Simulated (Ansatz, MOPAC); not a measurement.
2H-SiC, band gap

Reference value: 3.33 eV (measured, temperature not stated, no zero-point or thermal correction; as tabulated in Deguchi et al. (2016), arXiv:1512.06930).

```json
[
 {"level (code)": "PM7 semi-empirical Hartree-Fock (MOPAC)", "value (eV)": "7.63", "cell (Å³/atom)": "11.27", "difference (eV)": "+4.30"},
 {"level (code)": "LDA (Ansatz)", "value (eV)": "2.14 (indirect)", "cell (Å³/atom)": "10.34", "difference (eV)": "-1.19"},
 {"level (code)": "PBE (Ansatz)", "value (eV)": "2.25 (indirect)", "cell (Å³/atom)": "10.34", "difference (eV)": "-1.08"},
 {"level (code)": "PBE-D4 (Ansatz)", "value (eV)": "2.27", "cell (Å³/atom)": "10.30", "difference (eV)": "-1.06"},
 {"level (code)": "r²SCAN (Ansatz)", "value (eV)": "2.62 (indirect)", "cell (Å³/atom)": "10.34", "difference (eV)": "-0.71"},
 {"level (code)": "HISS (Ansatz)", "value (eV)": "3.64 (indirect)", "cell (Å³/atom)": "10.34", "difference (eV)": "+0.31"},
 {"level (code)": "HSE06 (Ansatz)", "value (eV)": "3.13 (indirect)", "cell (Å³/atom)": "10.34", "difference (eV)": "-0.20"},
 {"level (code)": "Hartree–Fock (Ansatz)", "value (eV)": "9.58 (indirect)", "cell (Å³/atom)": "10.34", "difference (eV)": "+6.25"},
 {"level (code)": "G0W0@PBE (Ansatz)", "value (eV)": "3.30 (indirect)", "cell (Å³/atom)": "10.34", "difference (eV)": "-0.03"}
]
```

Leaving aside PM7 semi-empirical Hartree-Fock (MOPAC) (doubt noted below): Once the reference is moved by up to 0.23 eV (a margin picked here for doubts on the reference and the settings, and for temperature and zero-point motion) and values within 0.03 eV count as equal, the nearest can be G0W0@PBE (-0.03 eV), HSE06 (-0.20 eV) or HISS (+0.31 eV). Among them Hartree–Fock (+6.25 eV) misses by most.

Semilocal Kohn–Sham gaps run low as a rule, and all computed gaps are for a static lattice, while measured ones hold electron–phonon shifts unless said otherwise.  PM7 semi-empirical Hartree-Fock (MOPAC), PBE-D4, HISS, HSE06, Hartree–Fock: the gap is read on the k mesh or supercell of the run alone and can be too large. PM7 semi-empirical Hartree-Fock (MOPAC): the method was fitted mainly to molecules. PM7 semi-empirical Hartree-Fock (MOPAC): gaps of these semi-empirical methods are Hartree–Fock-like level differences, and their formation enthalpies are fitted 298 K values. G0W0@PBE: the correction to the complete basis was taken at k points off the band edges. Values are at the measured cell; PM7 semi-empirical Hartree-Fock (MOPAC) at the level's own equilibrium cell; PBE-D4 at the level's own equilibrium cell. Cutoffs and k meshes differ between the levels. Ansatz's density-functional and Hartree–Fock values are scalar-relativistic unless marked +SOC, with PAW data made under PBE.

Differences are worked out from the printed values.

Ansatz is a quantum-chemistry and plane-wave program.
